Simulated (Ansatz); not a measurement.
# AlNH₄ (triplet): from Hartree-Fock to the top rungs at distance Al1–H4 along a hydrogen transfer = 2.256 Å, cc-pVDZ

An exercise on one series of results from a longer session: the logs are not shown, and one member is left open.

The runs use Ansatz 0.2.0, Gaussian basis; cc-pVDZ, core rule «outside noble gas», up to 6 orbitals frozen.

The runs, in order: UHF; CCSD(T) on ROHF; CCSD(T) on UHF; BCCD(T) on ROHF; CISD; CCSDT(Q) on ROHF; CCSDT(Q) on UHF; CASSCF and MRCISD+Q, 4 electrons in 4 orbitals; CASSCF and NEVPT2, 4 electrons in 4 orbitals.

5 further runs of the same task are left out: 3 that didn't finish, 2 set aside as unsound or not needed.

## The system

The geometry derives from fragments relaxed apart (PBE0/def2-TZVP) and kept rigid, so it is no stationary point. A hydrogen atom is moved between rigid fragments.

6 atoms, charge 0, spin multiplicity 3.

Atoms are counted from 1 here; the program's logs count them from 0.

Bond lengths: Al1–H2 1.586 Å, Al1–H3 1.586 Å, H4–N5 1.152 Å, N5–H6 1.040 Å. Angles: H2–Al1–H3 120.0°, H4–N5–H6 105.0°.

Geometry (Å):

```xyz
6

Al   -1.15763    0.02248    0.00000
H    -1.95056    1.39587    0.00000
H    -1.95056   -1.35090    0.00000
H     1.09837    0.02248    0.00000
N     2.25037    0.02248    0.00000
H     2.51945   -0.98174    0.00000
```

Set-up of the first run:

in.yaml reads:

```yaml
crystal:
  periodic: [false, false, false]
  atoms:
    - {symbol: Al, position_ang: [-1.157632, 0.022483, 0.000000]}
    - {symbol: H, position_ang: [-1.950555, 1.395868, 0.000000]}
    - {symbol: H, position_ang: [-1.950556, -1.350901, 0.000000]}
    - {symbol: H, position_ang: [1.098368, 0.022483, 0.000000]}
    - {symbol: N, position_ang: [2.250368, 0.022483, 0.000000]}
    - {symbol: H, position_ang: [2.519450, -0.981743, 0.000000]}
basis:
  gaussian: {orbitals: cc-pVDZ}
magnetization: {spin_polarized: true, initial_magnetization: 2}
hamiltonian: {xc: hf}
output: {orbitals: {seedname: orbitals}}
```

Run with:

```sh
> ansatz run in.yaml --threads 1 --pin off --events-out ev --progress --plain --max-ram 2393MiB
```

Steps of the session up to this table: UHF; CCSD(T) on ROHF; CCSD(T) on UHF; BCCD(T) on ROHF; CISD; CCSDT(Q) on ROHF; CCSDT(Q) on UHF; CASSCF and MRCISD+Q, 4 electrons in 4 orbitals; CASSCF and NEVPT2, 4 electrons in 4 orbitals.

One table of the session follows, with a row left open; its other results are not shown here.

| method | from UCCSDT(Q) (meV) |
| --- | --- |
| ROHF | +7066.4 |
| UHF | +6850.4 |
| RMP2 | +1236.4 |
| UMP2 | +1246.7 |
| CISD | +692.7 |
| RCCSD | +163.2 |
| UCCSD | +159.6 |
| RCCSD(T) | +34.6 |
| UCCSD(T) | +34.3 |
| BCCD(T) | +34.8 |
| RCCSDT | +9.8 |
| UCCSDT | +8.8 |
| RCCSDT(Q) | ? |
| UCCSDT(Q) | 0 |
| CASSCF pair | +6391.1 |
| NEVPT2 pair | +1190.5 |

Q: Estimate the row for RCCSDT(Q) from the others.

The run gave: from UCCSDT(Q) (meV): +0.9. In the column «from UCCSDT(Q) (meV)» it lies between UCCSDT(Q) (0) and UCCSDT (+8.8).

Not comparable, so not listed: CASSCF and MRCISD+Q, 4 electrons in 4 orbitals (they don't share determinant, frozen orbitals or solution with the rows shown, or repeat one).

Caveats from the session: Restricted and unrestricted rows rest on different reference determinants; where their highest levels disagree by more than a few hundredths of an eV, they describe different states and don't form one ladder. Warnings in the runs' records: passed over end.
